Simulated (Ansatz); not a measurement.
**Ti$_{3}$O (P-31c)**

Level of theory: DFT PBEsol, scalar-relativistic, plane waves, PAW in Ansatz.

Settings: cutoff 420 eV, Γ-centred mesh 12×12×4 on the computed 16-atom cell, Gaussian smearing of 0.10 eV; no spin polarisation.

The structure is relaxed at this level of theory with its symmetry kept. Whether it is the stable form of this composition wasn't checked.

It takes space group P-31c (No. 163, trigonal). Conventional cell: a = 5.100 Å, b = 5.100 Å, c = 9.373 Å, α = 90.00°, β = 90.00°, γ = 120.00°. Around Ti (site symmetry 1) lie 2 O at 2.09 Å. O (site symmetry 32) is surrounded by 6 Ti at 2.09 Å. Around O (site symmetry 32) lie 6 Ti at 2.09 Å.

```json
{"Volume per atom": "89.0 bohr³", "Formation energy from the elements' standard states (uncorrected)": "-1.487 eV/atom", "Kohn–Sham band gap": "none (metal)", "Density of states at the Fermi level": "8.44 states/eV per cell", "Löwdin character within 0.5 eV of the Fermi level": "Ti 3d 91 %", "Bulk modulus": "166 GPa", "Its pressure derivative": "4.1"}
```

Spin polarisation was left out, and a magnetic state may lie lower.

A ferromagnetic start lost its moments in a first run, so spin was left out; other magnetic orders weren't tried.

Cost: 9 runs of about 68 core-minutes in all, on Oxide Virtual Turin-like Processor (Zen 5) (shared hosts).